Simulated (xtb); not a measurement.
xtb input (GFN2-xTB):

```bash
xtb mol.xyz --gfn 2 --sp --chrg 0 --uhf 0
```
mol.xyz:
```
4

B     -0.00000000    -0.00000000     0.00000000
F      0.01679907     1.31515438     0.03157775
F      1.13083137    -0.67238813    -0.00500122
F     -1.14763045    -0.64276625    -0.02657653
```

End of the output:

```
         :::::::::::::::::::::::::::::::::::::::::::::::::::::
         ::                     SUMMARY                     ::
         :::::::::::::::::::::::::::::::::::::::::::::::::::::
         :: total energy             -15.573870409714 Eh    ::
         :: gradient norm              0.025323093392 Eh/a0 ::
         :: HOMO-LUMO gap              8.029618799408 eV    ::
         ::.................................................::
         :: SCC energy               -15.621697439379 Eh    ::
         :: -> isotropic ES            0.072768037914 Eh    ::
         :: -> anisotropic ES         -0.000627986921 Eh    ::
         :: -> anisotropic XC         -0.007968764531 Eh    ::
         :: -> dispersion             -0.000968495118 Eh    ::
         :: repulsion energy           0.047827029666 Eh    ::
         :: add. restraining           0.000000000000 Eh    ::
         :: total charge               0.000000000000 e     ::
         :::::::::::::::::::::::::::::::::::::::::::::::::::::

           -------------------------------------------------
          |                Property Printout                |
           -------------------------------------------------

    * Orbital Energies and Occupations

         #    Occupation            Energy/Eh            Energy/eV
      -------------------------------------------------------------
         1        2.0000           -0.8813811             -23.9836
         2        2.0000           -0.8738786             -23.7794
         3        2.0000           -0.8738786             -23.7794
         4        2.0000           -0.6253807             -17.0175
         5        2.0000           -0.6107894             -16.6204
         6        2.0000           -0.6040303             -16.4365
         7        2.0000           -0.6040303             -16.4365
         8        2.0000           -0.5599298             -15.2365
         9        2.0000           -0.5599298             -15.2365
        10        2.0000           -0.5544675             -15.0878
        11        2.0000           -0.5544675             -15.0878
        12        2.0000           -0.5534834             -15.0611 (HOMO)
        13                         -0.2584004              -7.0314 (LUMO)
        14                          0.2194822               5.9724
        15                          0.4731052              12.8738
        16                          0.4731052              12.8738
      -------------------------------------------------------------
Note: The following floating-point exceptions are signalling: IEEE_DENORMAL
normal termination of xtb
                  HL-Gap            0.2950831 Eh            8.0296 eV
             Fermi-level           -0.4059419 Eh          -11.0462 eV

     #   Z          covCN         q      C6AA      α(0)
     1   5 B        2.166     0.673    24.395    10.197
     2   9 F        0.722    -0.224    11.500     4.005
     3   9 F        0.722    -0.224    11.500     4.005
     4   9 F        0.722    -0.224    11.500     4.005

 Mol. C6AA /au·bohr⁶  :        218.211084
 Mol. C8AA /au·bohr⁸  :       5101.420440
 Mol. α(0) /au        :         22.211176

Wiberg/Mayer (AO) data.
largest (>0.10) Wiberg bond orders for each atom

 ---------------------------------------------------------------------------
     #   Z sym  total        # sym  WBO       # sym  WBO       # sym  WBO
 ---------------------------------------------------------------------------
     1   5 B    3.277 --     3 F    1.092     2 F    1.092     4 F    1.092
     2   9 F    1.205 --     1 B    1.092
     3   9 F    1.205 --     1 B    1.092
     4   9 F    1.205 --     1 B    1.092
 ---------------------------------------------------------------------------

Topologies differ in total number of bonds
Writing topology from bond orders to xtbtopo.mol

molecular dipole:
                 x           y           z       tot (Debye)
 q only:        0.000      -0.000       0.000
   full:        0.000      -0.000       0.000       0.000
molecular quadrupole (traceless):
                xx          xy          yy          xz          yz          zz
 q only:       -1.040       0.001      -1.039      -0.031      -0.075       2.079
  q+dip:       -1.681       0.001      -1.678      -0.049      -0.120       3.359
   full:       -2.125       0.001      -2.122      -0.062      -0.152       4.247

           -------------------------------------------------
          | TOTAL ENERGY              -15.573870409714 Eh   |
          | GRADIENT NORM               0.025323093392 Eh/α |
          | HOMO-LUMO GAP               8.029618799408 eV   |
           -------------------------------------------------

------------------------------------------------------------------------
------------------------------------------------------------------------
 total:
 SCF:
```
